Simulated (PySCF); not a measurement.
# CS⁺ from Hartree–Fock to correlated methods

State: ²Σ⁺ (doublet), unpaired electrons σ ↑. Set-up: basis C def2-SVP, S def2-SVP; no relativity; PySCF 2.14. De refers to C + S⁺ in their high-spin ground configurations, without counterpoise correction. The functionals are run spin-unrestricted. A positive dipole points towards S; it is taken about the centre of mass and depends on that origin. Levels whose curve was spin-contaminated or gave no clean fit are not listed.

| Level | Re (Å) | ωe (cm⁻¹) | De (eV) | μ (D) |
| --- | --- | --- | --- | --- |
| ROHF | 1.459 | 1627 | 2.82 | -1.08 |
| ROHF-MP2 | 1.512 | 1372 | 5.80 | n/a |
| ROHF-SCS-MP2 | 1.509 | 1384 | 5.62 | n/a |
| ROHF-CCSD | 1.500 | 1448 | 5.24 | n/a |
| ROHF-CCSD(T) | 1.512 | 1381 | 5.60 | n/a |
| LDA | 1.501 | 1414 | 7.76 | -0.63 |
| PBE | 1.508 | 1389 | 6.84 | -0.68 |
| BP86 | 1.511 | 1376 | 6.82 | -0.71 |
| r²SCAN | 1.498 | 1426 | 6.35 | -0.87 |
| PBE0 | 1.491 | 1456 | 6.23 | -0.80 |
| HSE06 | 1.492 | 1452 | 6.22 | -0.79 |

The bond length runs from 1.459 Å (ROHF) to 1.512 Å (ROHF-MP2). De spans 2.82 eV (ROHF, mean field) to 7.76 eV (LDA, local density). Correlation at CCSD(T) changes the Hartree–Fock bond energy by +2.78 eV; the triples alone change it by +0.36 eV.

Correlated steps freeze 6 core orbitals. Correlated levels converge slowly with the basis: in double zeta they bind strong bonds too weakly, by up to about 1 eV, and carry superposition errors of some tenths. For an ion De counts to the pair picked by the measured ionisation energies or electron affinities, which need not be the lowest pair at this level. UHF is strongly spin-contaminated for CS⁺, so the ROHF reference used there is far from stable. The state was picked by a PBE0 search and need not be the measured ground state.

The whole job (state search and all levels along the bond) took about 1.2 min on 1 thread of Oxide Virtual Turin-like (shared host), peak memory 0.4 GiB.
